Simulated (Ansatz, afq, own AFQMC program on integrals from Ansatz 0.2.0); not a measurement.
Integrals from Ansatz 0.2.0, then the random walk in our own AFQMC program (afq).

```yaml
crystal:
  periodic: [false, false, false]
  atoms:
    - {symbol: Si, position_ang: [0.000000, 0.000000, 0.467976]}
    - {symbol: C, position_ang: [0.000000, 0.000000, -1.036024]}
    - {symbol: H, position_ang: [0.000000, 1.244456, 1.265715]}
    - {symbol: H, position_ang: [0.000000, -1.244456, 1.265715]}
    - {symbol: H, position_ang: [0.000000, 0.917470, -1.612942]}
    - {symbol: H, position_ang: [0.000000, -0.917470, -1.612942]}
basis:
  gaussian: {orbitals: 6-31G}
magnetization: {spin_polarized: false}
correlation: {method: ccsd_t, electrons: outside_noble_gas, hamiltonian_folder: ham}
```

```sh
$ ansatz run in.yaml --threads 1 --pin off --events-out ev --progress --plain --max-ram 1382MiB
```

Options of the walk:

```
--method phaseless --trial cisd --walkers 180 --populations 1 --least-time 40 --time-step 0.005 --steps-per-block 50 --equilibration-blocks 28 --max-blocks 300 --target-error 0.00042 --factor-cut 1e-05 --seed 1551 --release-times 0.24,0.51,0.99,1.62,2.4 --release-step 0.03 --release-every 4 --taylor-order 6
```

Times are imaginary, in 1/Eh. The walk had a cap of 529 s.

Log:

```
orbitals 24  electrons 6 6  factors 177 of 395
reference energy -328.94187425 Eh
CCSD correlation -0.17462512 Eh in 8 cycles, weight of the determinant in the CISD state 0.8962
energy of the start -329.116499 Eh
 block  time / (1/Eh)  mean weight  energy / Eh
     1     0.250  1.0010  -329.113962
     2     0.500  0.9997  -329.114834
     3     0.750  1.0003  -329.117131
     4     1.000  1.0006  -329.117801
     5     1.250  1.0002  -329.118534
    10     2.500  0.9993  -329.118818
    29     7.250  1.0003  -329.121850
    49    12.250  1.0002  -329.123957
    69    17.250  1.0007  -329.118068
    89    22.250  0.9994  -329.118388
   109    27.250  0.9995  -329.118231
   129    32.250  0.9997  -329.122256
   137    34.250  1.0006  -329.127514
   149    37.250  1.0002  -329.119357
   169    42.250  1.0002  -329.117536
   185    46.250  1.0007  -329.121111
blocks merged  error / Eh  count
     1  0.000210  160
     2  0.000265  80
     4  0.000344  40
     8  0.000374  20
    16  0.000429  10
released: time / (1/Eh)  energy / Eh  error  mean overlap
  0.24  -329.121310  0.000370  1.0015
  0.51  -329.121161  0.000303  1.0011
  0.99  -329.121315  0.000222  1.0025
  1.62  -329.121062  0.000249  1.0100
  2.40  -329.121307  0.000295  1.0017
energy -329.121258 +/- 0.000374 Eh
(rows thinned)
```

The run passed its tests (sampling time, drift between the halves within three errors, error under three times the target), which doesn't prove that it has relaxed. The second half of the sampling lies below the first by 2.9 errors of their difference, so the energy may still be moving and its error bar be too small.

Against this walk (error 10.2 meV) on the same determinant: CCSD(T) 19.5 meV higher (within the noise), CCSDT(Q) 1.2 meV lower (within the noise). The error is statistical and leaves out the bias of the constraint. Released to 2.40 1/Eh the energy moves by -1 ± 13 meV (both errors), within twice the noise.

Cautions: constraint bias not in the error.

The walk took 4.9 min on 1 thread of Arm Neoverse N1, with other jobs on the host. The log's last line is the phaseless energy.

CCSDT and higher add their correlation energy to the determinant of the CCSD(T) run, since their own runs factorise the integrals more tightly (a shift of under 2 meV). A walk keeps the symmetry of its determinant, which the program's search chose and which needn't be the lowest solution, so a lower state of the same spin and another symmetry isn't excluded.
